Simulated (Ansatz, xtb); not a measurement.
FH3NSi+: which of two isomers lies lower

Structure X is `[NH3+][Si]F`, a singlet and structure Y is `[NH2+]=[SiH]F`, a singlet. Both are isolated ions in the gas phase, relaxed with B3LYP-D3(BJ)/6-311G**.

X (Å):

```yaml
atoms:
  - { symbol: F, position_ang: [-1.2349, 0.2584, 0.7901] }
  - { symbol: N, position_ang: [-2.5179, 2.4769, 1.2154] }
  - { symbol: Si, position_ang: [-2.7622, 0.4396, 1.2255] }
  - { symbol: H, position_ang: [-3.3633, 3.0022, 1.4533] }
  - { symbol: H, position_ang: [-1.7858, 2.7617, 1.8753] }
  - { symbol: H, position_ang: [-2.2034, 2.8036, 0.2951] }
```

Y (Å):

```yaml
atoms:
  - { symbol: F, position_ang: [-0.9623, 0.8391, 0.1702] }
  - { symbol: N, position_ang: [-2.7545, 2.7180, 1.0421] }
  - { symbol: Si, position_ang: [-1.9501, 1.3157, 1.2837] }
  - { symbol: H, position_ang: [-2.6520, 3.2983, 0.2134] }
  - { symbol: H, position_ang: [-3.4149, 3.1006, 1.7137] }
  - { symbol: H, position_ang: [-2.0999, 0.4873, 2.4728] }
```

Q: Estimate E(Y) − E(X) at the level CCSD(T)/def2-TZVPP.

A: Too close to call at this level: CCSD(T)/def2-TZVPP gives E(Y) − E(X) = +0.041 eV.

How the difference moves with the method:

```csv
level,geometry,E(Y) − E(X) (eV),departure from the last row (eV),"job, with rough time for the two"
GFN2-xTB,GFN2-xTB,−0.974,−1.015,"optimisation, 0.11 s"
HF/STO-3G,GFN2-xTB,+1.173,+1.132,"single point, 0.18 s"
r2SCAN-D4/def2-SVP,GFN2-xTB,+0.073,+0.032,"single point, 1.5 s"
B3LYP-D3(BJ)/6-311G**,B3LYP-D3(BJ)/6-311G**,+0.246,+0.206,"optimisation, 11 s"
HF/def2-TZVPP,B3LYP-D3(BJ)/6-311G**,−0.146,−0.186,part of the CCSD(T) run
MP2/def2-TZVPP,B3LYP-D3(BJ)/6-311G**,−0.106,−0.146,part of the CCSD(T) run
CCSD(T)/def2-TZVPP,B3LYP-D3(BJ)/6-311G**,+0.041,,"single point, 25 s"
```

As drawn, Y has 1 N=Si, 1 Si–H in place of 1 N–Si, 1 N–H.

The largest departure from CCSD(T)/def2-TZVPP is that of HF/STO-3G, 1.132 eV.

With harmonic frequencies from B3LYP-D3(BJ)/6-311G** (ideal gas, rigid rotor, one conformer each, 298.15 K, 1 atm): the zero-point term adds −0.085 eV; ΔH is −0.062 and ΔG −0.002 eV.

The correlated steps freeze 7 core orbitals. Run with Ansatz 0.2.0, xtb 6.7.1; the last row on 1 thread of Intel(R) Xeon(R) 6975P-C (Granite Rapids) on a shared host.
